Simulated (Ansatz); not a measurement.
Species: C₃H₆Cl (charge 0, doublet). It need not be the lowest isomer of its formula. SMILES: C[CH]CCl
Geometry from a B3LYP-D3(BJ)/def2-TZVP (Ansatz, a first-principles code) optimisation:
```
C
H 1 1.0835
C 1 1.4524 2 117.79
H 3 1.0847 1 114.16 2 -29.37
H 3 1.0866 4 111.08 1 130.32
C 1 1.4826 2 118.74 3 165.49
H 6 1.0912 1 111.73 2 37.76
H 6 1.0926 7 108.82 1 -123.75
H 6 1.0993 7 106.93 8 -114.92
Cl 3 1.8926 4 103.42 5 109.80
```
Charge 0, spin multiplicity 2.

Quantity: atomisation energy (electronic, to ground-state atoms), in kcal/mol. Cores are frozen in the correlated levels unless marked. UHF or UKS for open shells. Spin-orbit coupling is left out. Non-relativistic. The coupled-cluster limit lacks core correlation, which all-electron functionals hold. CBS(X,Y): correlation extrapolated as X^-3; Hartree-Fock from the larger set. The bracket is a focal-point correction in the basis named.

```
level                                                                 program  atomisation energy (kcal/mol)  minus last row
-------------------------------------------------------------  --------------  -----------------------------  --------------
RI-HF/cc-pV(T+d)Z                                                      Ansatz                          665.2          -216.1
PBE-D3(BJ)/def2-TZVPD                                          Ansatz + dftd3                          904.4            23.1
BLYP/def2-TZVPD                                                        Ansatz                          871.2           -10.1
revPBE-D3(BJ)/def2-TZVPD                                       Ansatz + dftd3                          882.4             1.1
revPBE-D4/def2-TZVPD                                           Ansatz + dftd4                          884.7             3.4
r2SCAN-D3(BJ)/def2-TZVPD                                       Ansatz + dftd3                          889.6             8.3
B97M-V/def2-TZVPD                                                      Ansatz                          885.2             3.9
PBE0/STO-3G                                                            Ansatz                         1056.5           175.2
PBE0/def2-SVP                                                          Ansatz                          894.3            13.0
PBE0/def2-QZVPP                                                        Ansatz                          889.1             7.8
r2SCANh/def2-TZVPD                                                     Ansatz                          884.4             3.1
r2SCAN0-D4/def2-TZVPD                                          Ansatz + dftd4                          879.9            -1.4
r2SCAN0/def2-TZVPD                                                     Ansatz                          878.7            -2.6
HSE06-D4/def2-TZVPD                                            Ansatz + dftd4                          892.4            11.1
B2PLYP-D3(BJ)/def2-TZVPD                                       Ansatz + dftd3                          874.3            -7.0
B2PLYP/def2-TZVPD                                                      Ansatz                          870.9           -10.4
MP2/6-31G                                                              Ansatz                          758.4          -122.9
RI-MP2/cc-pV(T+d)Z                                                     Ansatz                          868.0           -13.3
RI-MP2/CBS(cc-pV(T+d)Z,cc-pV(Q+d)Z)                                    Ansatz                          888.9             7.6
CCSD(T)/6-31G                                                          Ansatz                          762.1          -119.2
RI-MP2/CBS(cc-pV(T+d)Z,cc-pV(Q+d)Z)+[CCSD(T)-MP2]/cc-pV(D+d)Z          Ansatz                          881.3             0.0
```
